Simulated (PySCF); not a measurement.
# C3H4FN (C2H2N ... CH2F): the cost of one run

Computed with PySCF 2.14.0 and routines of our own; the level stands in each step. Atoms count from 0.

## Step 1: The system as given

9 atoms, charge 0, high-spin multiplicity 3; geometry from: GFN2-xTB fragments, placed rigidly.

The system (radical pair): C2H2N···CH2F. The radical centres are 2.68 Å apart, tilted by 45 degrees; the spin sites are atoms 0, 1, 2, 3, 4 (1 unpaired) and atoms 5, 6, 7, 8 (1 unpaired).

## Step 2: Magnetic exchange: CASSCF and SC-NEVPT2/def2-SVP (2,2)

What the job is given:

```
{"job": {"kind": "cas", "basis": "def2-SVP", "active": "magnetic", "zfs": true}, "charge": 0, "high_spin_multiplicity": 3, "spin_sites": [[[0, 1, 2, 3, 4], 1], [[5, 6, 7, 8], 1]]}
C      0.001500     0.001900    -1.205300
C     -1.352900     0.002600    -1.205400
N     -2.515600     0.002100    -1.205300
H      0.546700     0.928400    -1.205400
H      0.543500    -0.926400    -1.205400
C      0.701500     0.001900     1.378700
F     -0.047300    -0.427900     2.393000
H      1.537500    -0.619000     1.128900
H      0.585100     1.036200     1.126100
```

Level: CASSCF and SC-NEVPT2/def2-SVP spin states, gas phase.

Started as:

```console
> OMP_NUM_THREADS=1 python exch_run.py task.json out
```

One launch serves the whole session: the jobs run in the order shown.

Q: Estimate the wall time of this first job on 1 thread of Arm Neoverse V2, shared host.

About 2.1 s.
